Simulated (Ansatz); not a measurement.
# Nickel, fcc: r²SCAN0 at the r²SCAN geometry

How do the levels and moments change when part of the exchange is made exact, and what does it cost? The geometry was relaxed under r²SCAN beforehand and is kept. Exact exchange is dear, so the k-mesh is coarse, and r²SCAN is run on the same mesh for comparison.

Program: Ansatz 0.2.0. Level of theory: DFT, plane waves (500 eV) with PBE-made PAW files, scalar-relativistic; functionals as named at each step. These are calculated values, not measurements.

## Step 1: Starting point

Symmetry: Fm-3m, No. 225, cubic system. The conventional cell has a = 3.477 Å, b = 3.477 Å, c = 3.477 Å, α = 90.00°, β = 90.00°, γ = 90.00°. Around Ni (site symmetry m-3m) lie 12 Ni at 2.46 Å.

Coordinates:

```cif
data_structure
_symmetry_space_group_name_H-M 'Fm-3m'
_symmetry_Int_Tables_number 225
_cell_length_a 3.4775
_cell_length_b 3.4775
_cell_length_c 3.4775
_cell_angle_alpha 90.000
_cell_angle_beta 90.000
_cell_angle_gamma 90.000
_cell_volume 42.05
loop_
_atom_site_label
_atom_site_type_symbol
_atom_site_symmetry_multiplicity
_atom_site_Wyckoff_symbol
_atom_site_fract_x
_atom_site_fract_y
_atom_site_fract_z
_atom_site_occupancy
Ni1 Ni 4 a 0.00000 0.00000 0.00000 1
```

Starting moments (μB): -0.81 ×2.

## Step 2: r²SCAN, coarse mesh

The run with r²SCAN.

The input, input.yaml:

```yaml
crystal:
  lattice:
    - [2.4578059482, 0.0, 0.0]
    - [0.0, 2.4578059482, 0.0]
    - [0.0, 0.0, 3.4806700991]
  atoms:
    - { symbol: Ni, position: [0.0, 0.0, 0.0], spin: -0.805 }
    - { symbol: Ni, position: [0.5, 0.5, 0.5], spin: -0.805 }
hamiltonian:
  xc: r2scan
  pseudopotentials:
    kind: paw
    azcp:
      Ni: "pseudopotentials/Ni.paw.azcp"
basis:
  ecutwfc: 500
  fft_grid_basis: typed
kpoints:
  mp_grid: { grid: [7, 7, 5], shift: [0, 0, 0] }
magnetization:
  spin_polarized: true
scf:
  occupations: { method: fermi_dirac, width: 0.1 }
```

## Step 3: r²SCAN0 on the coarse mesh

The run with r²SCAN0.

Changes to input.yaml since step 2:

```diff
@@ -9,3 +9,3 @@
 hamiltonian:
-  xc: r2scan
+  xc: r2scan0
   pseudopotentials:
```

(Steps that only read results are left out.)

Before running it: what results should come out? Wanted: r²SCAN: gap; r²SCAN: magnetic state; r²SCAN0: gap; r²SCAN0: magnetic state.

**Answer**, as computed:

| quantity | value |
| --- | --- |
| r²SCAN: gap | none (levels filled in part) |
| r²SCAN: magnetic state | ferromagnetic, up to 0.81 μB per atom |
| r²SCAN0: gap | none (levels filled in part) |
| r²SCAN0: magnetic state | ferromagnetic, up to 1.18 μB per atom |
| r²SCAN0: SCF cycles, exchange loops | 98, 13 |
| r²SCAN0: CPU time over that of r²SCAN | 19 |

**Reading.** Neither r²SCAN nor r²SCAN0 shows a clean gap on this mesh. The largest moment goes from 0.81 to 1.18 μB; exact exchange favours larger moments in itinerant magnets. r²SCAN0 cost 19 times the CPU time of r²SCAN. The exchange operator of r²SCAN0 was renewed in 13 outer loops. The cell taken over is 4 % smaller than the measured one (10.94 Å³/atom, COD). Absolute energies differ from functional to functional, by eV per atom at times, and say nothing by themselves.
